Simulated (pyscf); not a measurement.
**Elimination: H₃C–CH₂–O–Sc(OH)–OH (SMILES CC[O][Sc]([OH])[OH]) → HO–Sc(OH)–OH (SMILES [OH][Sc]([OH])[OH]) + H₂C=CH₂ (SMILES C=C)**

Gas phase, singlet surface, charge 0. Bonds broken: O2–C3, C4–H9. Bonds formed: O2–H9. Single points on ωB97X-D3(BJ)/def2-SVP structures (PySCF, gas phase).

Transition state (Å):

```xyz
13

Sc     1.2047     0.6281     0.8570
O     -0.6342     0.6365     0.2429
C     -2.0469    -0.2899    -0.0282
C     -2.8809     0.7762    -0.5084
O      1.8968    -0.9929     1.4291
O      2.1535     2.2165     0.8390
H     -2.2134    -0.7017     0.9754
H     -1.6643    -1.0399    -0.7323
H     -1.4469     1.3215    -0.1572
H     -3.1301     0.7767    -1.5762
H     -3.6841     1.1220     0.1533
H      2.4597    -1.6932     1.7619
H      2.7404     2.9729     0.8721
```

One imaginary mode, 1658i cm⁻¹; descent along it reached the two sides named.

```json
[
 {"bond": "O2–C3", "change": "breaks", "reactant side (Å)": "1.392", "saddle": "1.711", "product side": "3.2"},
 {"bond": "C4–H9", "change": "breaks", "reactant side (Å)": "1.115", "saddle": "1.574", "product side": "2.9"},
 {"bond": "O2–H9", "change": "forms", "reactant side (Å)": "2.452", "saddle": "1.136", "product side": "0.960"}
]
```

Electronic energies relative to the reactant's lowest minimum found (kcal/mol):

```tsv
level	barrier	reaction energy	reverse barrier
ωB97X-D3(BJ)/def2-TZVP	74.5	+20.8	53.7
PBE/def2-TZVP	64.4	+18.9	45.5
r²SCAN/def2-TZVP	68.6	+20.1	48.4
B3LYP-D3(BJ)/def2-TZVP	70.5	+18.0	52.6
PBE0-D3(BJ)/def2-TZVP	71.0	+22.3	48.7
M06-2X/def2-TZVP	73.2	+19.5	53.7
ωB97M-D3(BJ)/def2-TZVP	71.4	+17.8	53.6
HF/def2-TZVP	88.3	+14.3	74.1
```

With ωB97M-D3(BJ)/def2-TZVP energies and thermal terms (ideal gas, 1 atm, RRHO with modes under 100 cm⁻¹ raised to 100, one conformer, R ln 2 for chiral ones without a mode under 150 cm⁻¹), in kcal/mol:

```json
[
 {"T (K)": "298", "ΔH‡": "66.3", "ΔG‡": "66.1", "ΔH": "+14.5", "ΔG": "+3.7"},
 {"T (K)": "600", "ΔH‡": "66.7", "ΔG‡": "65.7", "ΔH": "+14.7", "ΔG": "-7.3"},
 {"T (K)": "900", "ΔH‡": "66.8", "ΔG‡": "65.1", "ΔH": "+14.2", "ΔG": "-18.2"},
 {"T (K)": "1200", "ΔH‡": "66.8", "ΔG‡": "64.5", "ΔH": "+13.3", "ΔG": "-28.9"}
]
```

This is the saddle that the search found; another between the same sides may lie lower.
